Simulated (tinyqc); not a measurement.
The basis set: RHF and MP2 along a ladder of basis sets, for HF, spin multiplicity 1. Computed by the program tinyqc with PySCF. Same geometry throughout; the dipole is taken about the origin.

Geometry (angstrom):
```
atom       x       y       z
F     0.0000  0.0000  0.0000
H     0.0000  0.0000  0.8770
```

RHF and frozen-core MP2 in a ladder of bases:
```
basis        functions  E(RHF) (hartree)  E(MP2 corr) (hartree)  HOMO (eV)  LUMO (eV)  dipole (debye)
sto-3g               6        -98.563513              -0.015630   -12.6732    18.2829          1.3279
3-21g               11        -99.455735              -0.118859   -16.3852     7.7121          2.1155
6-31g               11        -99.981060              -0.125517   -17.2689     6.0092          2.2398
6-31g**             19       -100.009517              -0.180289   -17.1711     6.3088          1.9073
cc-pvdz             19       -100.018894              -0.199878   -17.2255     5.2229          1.8695
aug-cc-pvdz         32       -100.033081              -0.219940   -17.8214     1.0043          1.8542
cc-pvtz             44       -100.057863              -0.269825   -17.6188     4.0560          1.8648
```

What does the comparison show, and why?

From cc-pVDZ to cc-pVTZ the RHF energy falls by 39.0 mhartree and the correlation energy by 69.9. If valence correlation converges as X^-3, (27 E(T) - 8 E(D))/19 gives -0.2993 hartree, a rough estimate from such small X that usually falls short; STO-3G holds about 5 % of it. Beyond STO-3G the LUMO moves by 6.7 eV and the HOMO by 1.4 eV; diffuse functions lower the positive LUMO sharply, since an unbound virtual level tracks the most diffuse function.
